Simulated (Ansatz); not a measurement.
Basis-set extrapolation for C$_{4}$H$_{7}$ClO, SMILES `C=COCCCl` (PBE0-D4/def2-TZVP geometry, frozen core, Ansatz 0.2.0). Multiplicity 1, RHF reference.

```tsv
	def2-TZVPP	def2-QZVPP
HF	-689.981220	-690.004655
MP2 correlation	-1.089611	-1.170829
CCSD(T) correlation	-1.190416	not run
```

Energies in hartree. Use E(X) = E(∞) + A·exp(−7.88·√X) for Hartree–Fock and E(X) = E(∞) + B·X^(−2.97) for correlation, with X = 3 and 4, and add CCSD(T) minus MP2 of the smaller set to the MP2 limit.

Task: What is the CCSD(T) energy at the basis-set limit?

Result: HF limit: -690.004655 + (-0.023435) × 0.13774 = -690.00788. MP2 limit: -1.170829 + (-0.081218) × 0.74074 = -1.23099. Higher-order term: -1.190416 − (-1.089611) = -0.10080. Total: -691.33967 hartree, 105.4 kcal/mol below CCSD(T)/def2-TZVPP.
